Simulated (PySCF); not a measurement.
# MgF: from the state search to spectroscopic constants

An exercise on one series of results from a longer session: the logs are not shown, and one member is left open.

Computed with PySCF 2.14.0. Level: Mg x2c-SVPall, F x2c-SVPall, spin-free X2C with a Gaussian nucleus.

The first run:

Settings of the job:

```yaml
atoms: Mg, F
charge: 0
basis: Mg x2c-SVPall, F x2c-SVPall
Hamiltonian: spin-free X2C with a Gaussian nucleus
basis_functions: 32
electrons_treated: 21
masses_in_u: 23.9850, 18.9984
levels: PBE0, PBE, r²SCAN, r²SCANh, BLYP, BHandHLYP, HF, MP2, SCS-MP2, CCSD, CCSD(T)
grid: 80 radial by 434 angular points
occupations: held fixed by the projection of orbital angular momentum
dissociation_limit: Mg + F, each in its ground configuration
starting_distance_in_angstrom: 1.970
values_of_2S_to_try: 1, 3
```

Among the steps run: Set-up; PBE0 along the bond; Excited determinants; PBE; r²SCAN (meta-GGA); r²SCANh (hybrid meta-GGA); BLYP; BHandHLYP (global hybrid GGA); UHF (mean field); MP2 and coupled cluster.

One of the session's tables, all rows but one given; the rest of the session is left out.

It belongs to the step «The curves together». Energy (eV) from each level's lowest point:

```
R (Å)    UHF  UHF-MP2  UHF-SCS-MP2  UHF-CCSD  UHF-CCSD(T)
1.523  0.898    1.036        1.030       n/a          n/a
1.594  0.377    0.474        0.469     0.458        0.467
1.665      ?        ?            ?         ?            ?
1.718  0.014    0.041        0.040     0.037        0.039
1.771  0.000    0.000        0.000     0.000        0.000
1.824  0.044    0.019        0.020     0.023        0.020
1.895  0.169    0.115        0.117     0.123        0.116
1.984  0.400    0.316        0.320     0.328        0.317
2.090  0.746    0.635        0.639     0.650        0.633
2.232  1.264    1.130        1.135       n/a          n/a
```

**Question.** Estimate the row for R (Å) = 1.665.

Worked estimate for «UHF». A straight line through the neighbours (1.594, 0.377) and (1.718, 0.014) gives 0.377 + (0.014 − 0.377) × (1.665 − 1.594) / (1.718 − 1.594) = 0.169; a parabola fitted to 4 rows on both sides gives 0.091.

**Answer.** UHF: 0.103; UHF-MP2: 0.159; UHF-SCS-MP2: 0.156; UHF-CCSD: 0.150; UHF-CCSD(T): 0.155. In «UHF» the line misses by +0.066 and the parabola by -0.012.

State 2 has its PBE0 minimum 6.82 eV higher. The other levels ran on the lowest alone.
